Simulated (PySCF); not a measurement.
Species: (SiH3)2PH, H₇PSi₂.
SMILES: `[SiH3]P[SiH3]`

Method used: PBE0-D3(BJ)/def2-SVP geometry optimisation, gas phase in PySCF.

Take the most abundant isotopes and a rigid rotor. 

(1) Give the principal moments of inertia and the rotational constants in cm⁻¹.

(2) What kind of rotor is it?

(3) What does the inertial defect say?

(4) Give the other two planar moments, Paa and Pbb, and the rms extents of the mass along the axes.

(5) Where do the levels up to J = 5 lie, in cm⁻¹?

(6) Which lines would a microwave search look for?

(7) Estimate the classical rotational partition function at 25 K, 50 K and 500 K.

Results:

(1) Ia = 61.88, Ib = 197.57, Ic = 243.65 u·Å²; 505379 MHz·u·Å²/I gives 8167, 2558 and 2074 MHz, that is A = 0.27242, B = 0.08533, C = 0.06919 cm⁻¹.

(2) An asymmetric top; Ray's κ = -0.841.

(3) Not planar: Δ = Ic − Ia − Ib = -15.80 u·Å². For a rigid frame Δ = −2 Σ m c², so Σ m c² = 7.90 u·Å² lies off the ab plane: 7.83 from hydrogen and 0.08 from heavier atoms. The atom farthest from that plane is 1.37 Å away.

(4) Paa = Σ m a² = (Ib + Ic − Ia)/2 = 189.67 and Pbb = Σ m b² = (Ia + Ic − Ib)/2 = 53.98 u·Å². With the mass M = 93.98 u, the rms extents √(P/M) along a, b and c are 1.42, 0.76, 0.29 Å.

(5) Above 0(0,0):
J = 1: 1(0,1) 0.1545, 1(1,1) 0.3416, 1(1,0) 0.3577
J = 2: 2(0,2) 0.4625, 2(1,2) 0.6345, 2(1,1) 0.6829, 2(2,1) 1.2442, 2(2,0) 1.2452
J = 3: 3(0,3) 0.9221, 3(1,3) 1.0732, 3(1,2) 1.1700, 3(2,2) 1.7077, 3(2,1) 1.7127, 3(3,1) 2.6841, 3(3,0) 2.6842
J = 4: 4(0,4) 1.5304, 4(1,4) 1.6571, 4(1,3) 1.8182, 4(2,3) 2.3250, 4(2,2) 2.3397, 4(3,2) 3.3041, 4(3,1) 3.3043, 4(4,1) 4.6685, 4(4,0) 4.6685
J = 5: 5(0,5) 2.2841, 5(1,5) 2.3854, 5(1,4) 2.6264, 5(2,4) 3.0954, 5(2,3) 3.1290, 5(3,3) 4.0797, 5(3,2) 4.0808, 5(4,2) 5.4432, 5(4,1) 5.4433, 5(5,1) 7.1976, 5(5,0) 7.1976
The levels of one J sum to (2J + 1)J(J + 1)(A + B + C)/3.

(6) The dipole components are |μa| = 0.00 D, |μb| = 0.53 D, |μc| = 0.65 D; the mirror of this Cs structure is the bc plane, so μa vanishes by symmetry and there are no a-type lines. The squared components, which scale the intensities, stand as 0.68 : 1.00 (b : c). Some lines, for components of 0.1 D or more:

```tsv
type	branch	J(Ka,Kc)	MHz	lower level (cm⁻¹)
c	Q	3(1,3) ← 3(0,3)	4530	0.922
b	Q	2(1,1) ← 2(0,2)	6606	0.463
b	Q	4(1,3) ← 4(0,4)	8629	1.530
b	R	1(1,1) ← 0(0,0)	10241	0.000
b	R	3(1,3) ← 2(0,2)	18308	0.463
b	R	5(0,5) ← 4(1,4)	18795	1.657
b	R	2(2,0) ← 1(1,1)	27088	0.342
b	Q	5(3,3) ← 5(2,4)	29509	3.095
c	R	5(1,4) ← 4(0,4)	32856	1.530
c	Q	5(4,2) ← 5(3,2)	40846	4.081
b	Q	5(4,1) ← 5(3,2)	40847	4.081
b	Q	5(4,2) ← 5(3,3)	40879	4.080
b	Q	4(4,1) ← 4(3,2)	40903	3.304
c	R	5(2,4) ← 4(1,4)	43117	1.657
b	R	5(2,3) ← 4(1,4)	44126	1.657
c	R	4(3,1) ← 3(2,1)	47716	1.713
b	R	4(3,1) ← 3(2,2)	47865	1.708
b	Q	5(5,1) ← 5(4,2)	52594	5.443
b	R	4(4,0) ← 3(3,1)	59489	2.684
```

(7) Point group Cs, symmetry number σ = 1; q = (√π/σ)·√((kT/h)³/(ABC)), k/h = 20836.6 MHz/K: 3200 at 25 K, 9050 at 50 K, 286000 at 500 K.

No PBE0-D3(BJ)/def2-SVP frequencies stand behind this structure, so it isn't proved a minimum. Constants of a rigid frame at the computed geometry: no zero-point averaging, no centrifugal distortion. A rigid rotor knows nothing of internal rotation, which can split or shift real lines.

Hardware: one thread of an Arm Neoverse V2, shared host with 32 logical CPUs at a one-minute load of 15. Cost: 10 s wall, 0.37 GiB resident at most. That covers the optimisation of the geometry.
